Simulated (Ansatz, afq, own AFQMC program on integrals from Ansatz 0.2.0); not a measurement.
# Atomization energy of RuH, sextet, worked out

```yaml
atoms:
  - { symbol: Ru, position_ang: [0.0000, 0.0000, 0.0000] }
  - { symbol: H, position_ang: [0.0000, 0.0000, 1.7532] }
```

Basis def2-TZVPP with its core potentials. Only valence electrons are correlated. Integrals, coupled cluster, full CI and functionals: Ansatz 0.2.0; the random walks run on the same integrals in our own AFQMC program. The CISD trial takes its coefficients from CCSD amplitudes. Released means that phaseless walkers are propagated on without the constraint, phases kept. Uncertainties: one standard error, sampling alone. No spin–orbit coupling. The metal's outer-core s and p shells are frozen, which shifts wave-function levels against functionals.

Total energies in eV. CBS is CCSD(T) at the limit of def2-TZVPP/QZVPP (extrapolated itself); the highest rung of each member is named.

Cautions: no spin-orbit coupling; outer-core shells of the metal frozen; RuH (sextet): lower spins were not checked, higher spins were not checked, its ph-AFQMC/CISD value lies 18.8 ± 1.5 meV above CCSDT(Q); Ru (quintet): its ph-AFQMC/CISD value lies 21.4 ± 1.6 meV above CCSDT(Q).

```tsv
member	count	CCSD(T)/def2-TZVPP	highest rung in def2-TZVPP	which	CCSD(T)/CBS
Ru (quintet)	+1	-2566.4173	-2566.4275	CCSDT(Q)	-2567.1920
H (doublet)	+1	-13.6005	-13.6005	FCI	-13.6059
RuH, sextet	-1	-2581.3718	-2581.3927	CCSDT(Q)	-2582.0840
```

Question: Work out the best estimate of the atomization energy: the CCSD(T)/CBS difference plus the step from CCSD(T) to the highest rung.

Answer: Sums with the counts: CCSD(T)/CBS 1.2861 eV, highest rung 1.3647 eV, CCSD(T)/def2-TZVPP 1.3540 eV. The step is 1.3647 − 1.3540 = 0.0107 eV, so the best estimate is 1.2861 + (0.0107) = 1.2968 eV = 29.9 kcal/mol. The basis set is worth -0.068 eV of it. Zero-point, core-correlation and spin–orbit terms aren't in it.

Best estimates are given only where the step beyond CCSD(T) is under 0.3 eV and no member's determinant is very poor (T1 over 0.05, or 0.07 for open shells, ⟨S²⟩ too high by 0.3, two states mixed), so the hardest cases are missing from such tables.

CCSDT and higher add their correlation energy to the determinant of the CCSD(T) run, since their own runs factorise the integrals more tightly (a shift of under 2 meV). Each member of a difference takes its own highest rung, so a best estimate needn't equal the limit plus the step of one row. The exponents were fitted on light atoms, and def2 sets of heavy atoms don't grow evenly, so the limit is rough here.
